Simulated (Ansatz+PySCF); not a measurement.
The numbers below are computed, except where a source is named.
## PySCF 2.14.0 run

```python
from pyscf import gto, dft

mol = gto.M(atom="""
O -0.037640 0.003990 -0.453040
O -0.016700 1.070730 0.164130
O 0.003650 -1.110500 0.207040
""", basis='def2-svp', charge=0, spin=0)
mf = dft.RKS(mol, xc='wb97x')
mf.kernel()
print(mf.converged, mf.e_tot, mf.spin_square()[0])
```

The script is written out from the run's settings.

The run gave:

```yaml
Converged: yes
Total_energy: -225.16439 hartree
Spin_squared_of_the_determinant: 0.000
Cycles: 11
```
